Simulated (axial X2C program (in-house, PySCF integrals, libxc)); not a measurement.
PN⁺: cheaper levels and CCSD(T), with spin–orbit coupling

Calculated with an in-house all-electron X2C program for linear molecules (integrals from PySCF). Two-component (2c) means X2C with spin–orbit coupling and atomic mean-field two-electron Coulomb and Gaunt terms. Basis: P dyall-v3z [8s7p2d1f], N dyall-av3z [7s7p3d2f] (cores contracted in-house); Gaussian nuclei, density fitting, unrestricted open shells. Masses: P 30.974 u, N 14.003 u.

State: Ω = 1/2 (⟨Sz⟩ = 0.50, ⟨Lz⟩ = 0.00 at HF); fragments P+ + N.

| level | Re (Å) | ωe (cm⁻¹) | De (eV) |
| --- | --- | --- | --- |
| PBE0 | 1.478 | 1379.3 | 4.60 |
| HF | 1.538 | 795.4 | 1.41 |
| CCSD | 1.483 | 1355.9 | 3.97 |
| B3LYP | 1.482 | 1355.9 | 4.70 |

Correlated methods: 9 electrons correlated (number of frozen shells: P 2 s, 1 p; N 1 s), 169 virtual spin orbitals or spinors in MP2, 90 natural virtuals in coupled cluster.

CCSD(T), same Hamiltonian and basis:

Re = 1.487 Å, ωe = 1352.7 cm⁻¹, De = 4.32 eV; T1 = 0.089 (Lee–Taylor normalisation).

Problem. Give the differences from CCSD(T) in the columns below.

Solution. 

| level | ΔRe (Å) | Δωe (cm⁻¹) | ΔDe (eV) |
| --- | --- | --- | --- |
| PBE0 | -0.009 | 27 | 0.28 |
| HF | 0.051 | -557 | -2.91 |
| CCSD | -0.004 | 3 | -0.35 |
| B3LYP | -0.005 | 3 | 0.38 |

Occupations by symmetry block were frozen at the best pattern of an incomplete PBE0 search. De is counted from the lowest determinant-based energies of the atoms at the same level, without counterpoise correction. Density functionals use the spin component along the axis (collinear). Coupled cluster ran in a truncated set of natural virtual spinors; the MP2 energy of the rest was added. (T) has no such correction and the atoms are truncated less, which lowers De at CCSD(T) by a hundredth of an eV or more. In 2c an atomic determinant is not the ground J level, so De misses part of the atomic spin–orbit lowering. This holds for PBE0, CCSD, B3LYP, CCSD(T). The functionals have no current-density term, which raises determinants with orbital currents, atoms included. The determinant is spin-polarised beyond a pure state at some levels (its spin-free form has ⟨S²⟩ too high), which makes Re and μ there less reliable. The T1 diagnostic is large, a sign of multireference character.
